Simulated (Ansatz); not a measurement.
Born–Oppenheimer molecular dynamics of CH2S2 (5 atoms, charge 0, multiplicity 1). It goes on from the last frame of an earlier run, with new velocities.

Level of theory: RKS PBE/STO-3G (Ansatz).

```json
{
 "ensemble": "NVT, Nosé–Hoover chain",
 "time step": "0.5 fs",
 "steps asked": "150",
 "set temperature": "400 K",
 "thermostat": "time constant 100 fs, chain length 3 (defaults)",
 "seed": "432194"
}
```

Frames 5 fs apart, positions in Å, forces in eV/Å.

Velocities at 15.0 fs (Å/ps):

```
S 2.31 -1.20 -1.93
C -0.67 1.29 -1.16
S -3.09 0.17 0.99
H 1.50 13.66 31.30
H 31.27 3.86 12.35
```

```xyz
5
Properties=species:S:1:pos:R:3:forces:R:3 time_fs=15.0 energy_less_start_eV=-0.003 T=407
S -1.485 0.416 0.892 -0.75 0.48 0.89
C -0.425 -0.343 -0.039 -0.78 -1.22 -0.80
S 1.176 0.133 -0.509 1.36 -0.16 -0.45
H -0.666 -1.298 -0.584 0.05 0.30 0.14
H 1.277 1.092 0.444 0.11 0.61 0.23
5
Properties=species:S:1:pos:R:3:forces:R:3 time_fs=20.0 energy_less_start_eV=0.083 T=187
S -1.477 0.412 0.887 -1.37 0.96 1.34
C -0.432 -0.338 -0.046 -0.28 -0.76 -0.10
S 1.167 0.135 -0.505 2.06 0.53 -0.04
H -0.673 -1.319 -0.494 0.15 -0.23 -0.51
H 1.417 1.118 0.475 -0.57 -0.50 -0.68
5
Properties=species:S:1:pos:R:3:forces:R:3 time_fs=25.0 energy_less_start_eV=0.074 T=211
S -1.479 0.415 0.890 -1.13 0.58 0.93
C -0.446 -0.350 -0.056 -0.02 -1.02 -0.13
S 1.172 0.139 -0.503 1.43 -1.10 -1.50
H -0.648 -1.369 -0.511 0.15 0.70 -0.05
H 1.443 1.090 0.407 -0.42 0.84 0.75
5
Properties=species:S:1:pos:R:3:forces:R:3 time_fs=30.0 energy_less_start_eV=-0.012 T=436
S -1.489 0.423 0.901 -0.27 -0.32 0.02
C -0.458 -0.375 -0.065 0.51 0.96 0.48
S 1.189 0.137 -0.508 0.67 0.35 0.37
H -0.609 -1.338 -0.576 -0.48 -0.41 -0.24
H 1.355 1.174 0.429 -0.43 -0.58 -0.63
5
Properties=species:S:1:pos:R:3:forces:R:3 time_fs=35.0 energy_less_start_eV=-0.030 T=483
S -1.501 0.428 0.912 0.50 -0.82 -0.59
C -0.463 -0.387 -0.068 0.01 0.10 -0.35
S 1.210 0.136 -0.513 -0.52 -0.43 0.15
H -0.661 -1.346 -0.662 -0.14 0.83 0.71
H 1.180 1.185 0.359 0.15 0.33 0.08
5
Properties=species:S:1:pos:R:3:forces:R:3 time_fs=40.0 energy_less_start_eV=0.028 T=336
S -1.510 0.427 0.919 0.92 -0.77 -0.74
C -0.465 -0.388 -0.072 -0.10 1.67 0.62
S 1.227 0.133 -0.516 -1.35 -0.07 0.64
H -0.766 -1.261 -0.653 -0.02 -0.84 -0.35
H 1.032 1.243 0.281 0.56 0.02 -0.17
5
Properties=species:S:1:pos:R:3:forces:R:3 time_fs=45.0 energy_less_start_eV=0.058 T=261
S -1.512 0.421 0.921 0.56 -0.21 -0.28
C -0.471 -0.365 -0.070 -0.53 -0.39 -0.68
S 1.235 0.129 -0.515 -1.55 0.16 0.62
H -0.841 -1.277 -0.663 0.92 0.70 0.54
H 1.010 1.313 0.176 0.60 -0.27 -0.21
5
Properties=species:S:1:pos:R:3:forces:R:3 time_fs=50.0 energy_less_start_eV=-0.016 T=456
S -1.510 0.413 0.920 -0.13 0.23 0.14
C -0.483 -0.340 -0.075 1.06 1.03 0.20
S 1.231 0.125 -0.510 -1.03 -0.68 -0.15
H -0.754 -1.242 -0.614 -0.02 -1.05 -0.55
H 1.118 1.359 0.039 0.11 0.47 0.36
5
Properties=species:S:1:pos:R:3:forces:R:3 time_fs=55.0 energy_less_start_eV=0.026 T=353
S -1.510 0.406 0.920 -0.58 0.39 0.24
C -0.477 -0.305 -0.082 0.99 -1.45 -0.85
S 1.220 0.118 -0.505 -0.12 0.89 -0.02
H -0.641 -1.320 -0.617 -0.06 1.16 0.69
H 1.257 1.450 -0.039 -0.23 -0.99 -0.06
5
Properties=species:S:1:pos:R:3:forces:R:3 time_fs=60.0 energy_less_start_eV=0.097 T=171
S -1.512 0.403 0.922 -0.11 0.14 -0.33
C -0.453 -0.287 -0.099 0.07 1.08 1.41
S 1.209 0.115 -0.502 1.05 -0.78 -1.10
H -0.557 -1.268 -0.531 -0.62 -1.32 -0.63
H 1.345 1.393 -0.103 -0.39 0.89 0.64
5
Properties=species:S:1:pos:R:3:forces:R:3 time_fs=65.0 energy_less_start_eV=0.114 T=131
S -1.516 0.400 0.922 0.11 0.30 -0.37
C -0.429 -0.264 -0.095 -1.52 -2.06 0.71
S 1.205 0.110 -0.505 1.76 1.11 -0.64
H -0.586 -1.338 -0.514 0.07 1.42 0.29
H 1.339 1.435 -0.053 -0.43 -0.76 0.01
5
Properties=species:S:1:pos:R:3:forces:R:3 time_fs=70.0 energy_less_start_eV=0.031 T=348
S -1.520 0.400 0.919 -0.08 0.66 0.11
C -0.430 -0.268 -0.074 -0.53 0.32 1.07
S 1.213 0.110 -0.513 0.87 0.41 -0.46
H -0.629 -1.235 -0.487 -0.29 -1.59 -0.94
H 1.242 1.368 0.022 0.03 0.20 0.21
```

Of the whole run (75 fs, mean temperature of the second half 319 K): The conserved energy stayed within 0.21 meV per atom of its start (net change 0.14 meV per atom), so the integration is sound. The mean temperature of the second half is 20 % below the set value. A run of 0.075 ps of so small a system gives no equilibrium averages. Limits of this set-up: minimal basis.

Time of the run: 68 s on 1 CPU thread of a shared host.
